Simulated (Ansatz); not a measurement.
Results of r²SCAN in Ansatz (PAW) for tetradymite Bi2Te3.

Run with plane-wave cutoff 600 eV, 10×10×10 k mesh, Fermi–Dirac smearing 0.01 eV, scalar-relativistic PAW data made under PBE.

Starting structure:

```
Bi2Te3
1.0
    2.19000     1.26440    10.16333
   -2.19000     1.26440    10.16333
    0.00000    -2.52879    10.16333
Bi Te
2 3
Direct
  0.40000   0.40000   0.40000
  0.60000   0.60000   0.60000
  0.00000   0.00000   0.00000
  0.21000   0.21000   0.21000
  0.79000   0.79000   0.79000
```

Into what structure does the relaxation of cell and atoms lead at this level, with the symmetry of the start kept?

The volume rises by 7.9 %; final space group R-3m.
```
Bi2Te3
1.0
    2.20927     1.27552    10.77783
   -2.20927     1.27552    10.77783
    0.00000    -2.55104    10.77783
Bi Te
2 3
Direct
  0.39681   0.39681   0.39681
  0.60319   0.60319   0.60319
  0.00000   0.00000   0.00000
  0.21712   0.21712   0.21712
  0.78288   0.78288   0.78288
```

Note: the cell comes from a level without a dispersion term, which matters for the spacing of layers, chains or molecules.

Ansatz is a quantum-chemistry and plane-wave program.
